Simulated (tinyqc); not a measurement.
RHF in the sto-6g basis, for H2F+, spin multiplicity 1, step by step (part 2 of 2). Computed by tinyqc, a small Python program that keeps every step (integrals from PySCF). Command: `OMP_NUM_THREADS=1 python tinyqc.py 28065 28066 out.jsonl` (the two numbers bound the seeds that draw the settings). One thread of a shared host (Intel(R) Xeon(R) Processor @ 2.60GHz), about 0.1 s of CPU time with the checks.

Geometry (angstrom):
```
atom         x          y         z
F     0.000000   0.000000  0.000000
H     0.000000   0.759000  0.547000
H     0.000000  -0.736000  0.530000
```

## Iteration 2: diagonalisation and new density

extrapolated F (hartree):
```
             1F 1s      1F 2s     1F 2px     1F 2py     1F 2pz      2H 1s      3H 1s
1F 1s   -27.007085  -6.540783   0.000000   0.000813  -0.025858  -1.374342  -1.467272
1F 2s    -6.540783  -3.570247   0.000000   0.008141  -0.153136  -1.353349  -1.419828
1F 2px    0.000000   0.000000  -1.091592   0.000000   0.000000   0.000000   0.000000
1F 2py    0.000813   0.008141   0.000000  -1.080758   0.006232  -0.563699   0.579688
1F 2pz   -0.025858  -0.153136   0.000000   0.006232  -1.085208  -0.476285  -0.488366
2H 1s    -1.374342  -1.353349   0.000000  -0.563699  -0.476285  -0.967011  -0.523972
3H 1s    -1.467272  -1.419828   0.000000   0.579688  -0.488366  -0.523972  -1.013200
```

X:
```
                1          2          3         4          5          6          7
1F 1s   -0.318279   0.062366   0.744413  0.000000  -0.617741   0.002487   0.157298
1F 2s    1.120359  -0.183361  -0.250932  0.000000  -0.278743   0.004570   0.430708
1F 2px   0.000000   0.000000   0.000000  1.000000   0.000000   0.000000   0.000000
1F 2py  -0.160596  -0.859069   0.001131  0.000000  -0.004972   0.712607  -0.007427
1F 2pz   0.449756  -0.075215   0.663632  0.000000   0.654161   0.004839   0.175629
2H 1s   -0.506538   0.948142  -0.167292  0.000000   0.135385   0.374584   0.375152
3H 1s   -0.832905  -0.722069  -0.162125  0.000000   0.132975  -0.357398   0.387363
```

Diagonalise F' = X^T F X, C = X C', fill 5 alpha and 5 beta electrons from the bottom; D = 2 C_occ C_occ^T. Each column has its largest component positive (the first on a tie).

F' = X^T F X (hartree):
```
           1          2           3          4           5          6          7
1  -0.732643   0.205004    2.489453   0.000000   -2.011072   0.012173   0.216472
2   0.205004   0.156494   -0.552042   0.000000    0.465634   0.053825  -0.084743
3   2.489453  -0.552042  -12.603647   0.000000   11.571571  -0.056318  -5.082404
4   0.000000   0.000000    0.000000  -1.091592    0.000000   0.000000   0.000000
5  -2.011072   0.465634   11.571571   0.000000  -12.769142   0.059271   5.245590
6   0.012173   0.053825   -0.056318   0.000000    0.059271  -1.270151  -0.018840
7   0.216472  -0.084743   -5.082404   0.000000    5.245590  -0.018840  -4.096963
```

orbital energies (hartree): MO1 -27.010373, MO2 -2.141466, MO3 -1.272229, MO4 -1.135805, MO5 -1.091592, MO6 0.039222, MO7 0.204601

coefficients C:
```
              MO1        MO2        MO3        MO4       MO5        MO6        MO7
1F 1s    0.997022  -0.235599  -0.004562   0.069834  0.000000   0.105342   0.011863
1F 2s    0.013769   0.934044   0.025405  -0.377629  0.000000  -0.768040  -0.096225
1F 2px   0.000000   0.000000   0.000000   0.000000  1.000000   0.000000   0.000000
1F 2py  -0.000120  -0.007507   0.744807   0.021150  0.000000  -0.072883   0.843284
1F 2pz   0.002182   0.137028  -0.022529   0.869763  0.000000  -0.572546  -0.059634
2H 1s   -0.002760   0.076887   0.329657   0.208428  0.000000   0.846697  -0.779738
3H 1s   -0.002985   0.083105  -0.337369   0.188964  0.000000   0.701659   0.942390
```

D after iteration 2:
```
            1F 1s      1F 2s    1F 2px     1F 2py     1F 2pz      2H 1s      3H 1s
1F 1s    2.108916  -0.465638  0.000000  -0.000544   0.061468  -0.015630  -0.015641
1F 2s   -0.465638   2.031753  0.000000   0.007844  -0.401999   0.002889  -0.004693
1F 2px   0.000000   0.000000  2.000000   0.000000   0.000000   0.000000   0.000000
1F 2py  -0.000544   0.007844  0.000000   1.110481   0.001174   0.498724  -0.495803
1F 2pz   0.061468  -0.401999  0.000000   0.001174   1.551551   0.368771   0.366672
2H 1s   -0.015630   0.002889  0.000000   0.498724   0.368771   0.316070  -0.130865
3H 1s   -0.015641  -0.004693  0.000000  -0.495803   0.366672  -0.130865   0.312881
```

## Iteration 8 (converged): orbitals

converged F (hartree):
```
             1F 1s      1F 2s     1F 2px     1F 2py     1F 2pz      2H 1s      3H 1s
1F 1s   -26.992580  -6.538495   0.000000   0.000813  -0.025814  -1.373927  -1.466837
1F 2s    -6.538495  -3.560844   0.000000   0.007739  -0.152338  -1.351452  -1.417506
1F 2px    0.000000   0.000000  -1.085340   0.000000   0.000000   0.000000   0.000000
1F 2py    0.000813   0.007739   0.000000  -1.073602   0.005412  -0.558550   0.574616
1F 2pz   -0.025814  -0.152338   0.000000   0.005412  -1.084187  -0.470041  -0.482089
2H 1s    -1.373927  -1.351452   0.000000  -0.558550  -0.470041  -0.964299  -0.523568
3H 1s    -1.466837  -1.417506   0.000000   0.574616  -0.482089  -0.523568  -1.010069
```

As before.

F' = X^T F X (hartree):
```
           1          2           3          4           5          6          7
1  -0.730538   0.204092    2.480167   0.000000   -2.015288   0.011589   0.220132
2   0.204092   0.150485   -0.549853   0.000000    0.466643   0.053960  -0.085328
3   2.480167  -0.549853  -12.598062   0.000000   11.565451  -0.056534  -5.078848
4   0.000000   0.000000    0.000000  -1.085340    0.000000   0.000000   0.000000
5  -2.015288   0.466643   11.565451   0.000000  -12.760112   0.058999   5.246021
6   0.011589   0.053960   -0.056534   0.000000    0.058999  -1.260521  -0.019175
7   0.220132  -0.085328   -5.078848   0.000000    5.246021  -0.019175  -4.090254
```

orbital energies (hartree): MO1 -26.995895, MO2 -2.132323, MO3 -1.262609, MO4 -1.130349, MO5 -1.085340, MO6 0.033492, MO7 0.198682

coefficients C:
```
              MO1        MO2        MO3        MO4       MO5        MO6        MO7
1F 1s    0.997010  -0.235447  -0.004326   0.069249  0.000000   0.106138   0.012371
1F 2s    0.013825   0.932680   0.024346  -0.372843  0.000000  -0.771617  -0.099699
1F 2px   0.000000   0.000000   0.000000   0.000000  1.000000   0.000000   0.000000
1F 2py  -0.000120  -0.007049   0.745209   0.019871  0.000000  -0.075959   0.842693
1F 2pz   0.002186   0.136621  -0.020616   0.873681  0.000000  -0.566493  -0.061750
2H 1s   -0.002770   0.078264   0.329482   0.202049  0.000000   0.851289  -0.776347
3H 1s   -0.002995   0.084292  -0.336861   0.184534  0.000000   0.698849   0.945427
```

D after iteration 8:
```
            1F 1s      1F 2s    1F 2px     1F 2py     1F 2pz      2H 1s      3H 1s
1F 1s    2.108555  -0.463474  0.000000  -0.000615   0.061207  -0.017244  -0.017192
1F 2s   -0.463474   2.019376  0.000000   0.008317  -0.397590   0.011291   0.003144
1F 2px   0.000000   0.000000  2.000000   0.000000   0.000000   0.000000   0.000000
1F 2py  -0.000615   0.008317  0.000000   1.111561   0.002067   0.497993  -0.495917
1F 2pz   0.061207  -0.397590  0.000000   0.002067   1.564829   0.360840   0.359357
2H 1s   -0.017244   0.011291  0.000000   0.497993   0.360840   0.311030  -0.134199
3H 1s   -0.017192   0.003144  0.000000  -0.495917   0.359357  -0.134199   0.309284
```

## Convergence

Stop when the energy changes by less than 1e-10 hartree and every element of the error matrix X^T (F D S - S D F) X is below 3e-06.

Course of the cycle:
```
iteration   E (hartree)     change  largest element of the error matrix
1          -98.60537184          -                             9.11e-01
2          -99.77776252  -1.17e+00                             8.00e-02
3          -99.78018112  -2.42e-03                             7.93e-03
4          -99.78025687  -7.57e-05                             2.33e-03
5          -99.78026428  -7.41e-06                             4.02e-04
6          -99.78026456  -2.81e-07                             9.49e-05
7          -99.78026456  -4.72e-09                             1.59e-06
8          -99.78026456  -2.05e-12                             6.19e-08
```

PySCF RHF in the same basis = -99.78026456 hartree

Converged in 8 iterations.

## Populations, bond orders and dipole

overlap S:
```
           1F 1s     1F 2s    1F 2px     1F 2py    1F 2pz     2H 1s      3H 1s
1F 1s   1.000000  0.232479  0.000000   0.000000  0.000000  0.048524   0.051820
1F 2s   0.232479  1.000000  0.000000   0.000000  0.000000  0.439378   0.458431
1F 2px  0.000000  0.000000  1.000000   0.000000  0.000000  0.000000   0.000000
1F 2py  0.000000  0.000000  0.000000   1.000000  0.000000  0.277199  -0.285332
1F 2pz  0.000000  0.000000  0.000000   0.000000  1.000000  0.199773   0.205470
2H 1s   0.048524  0.439378  0.000000   0.277199  0.199773  1.000000   0.258658
3H 1s   0.051820  0.458431  0.000000  -0.285332  0.205470  0.258658   1.000000
```

Mulliken: Z minus the diagonal of D S on the atom; Loewdin: the same with S^(1/2) D S^(1/2); Mayer order: 2 sum_s sum (D(s) S)_ij (D(s) S)_ji over the two atoms.

Charges (e):
```
atom   Mulliken   Loewdin
1F    -0.018967  0.175572
2H     0.509428  0.416298
3H     0.509539  0.408130
```

Mayer bond orders:
```
pair     order
2-1   0.726472
3-1   0.726358
3-2   0.014011
```

dipole moment about the origin, x y z (debye): 0.000000  0.065496  2.994072
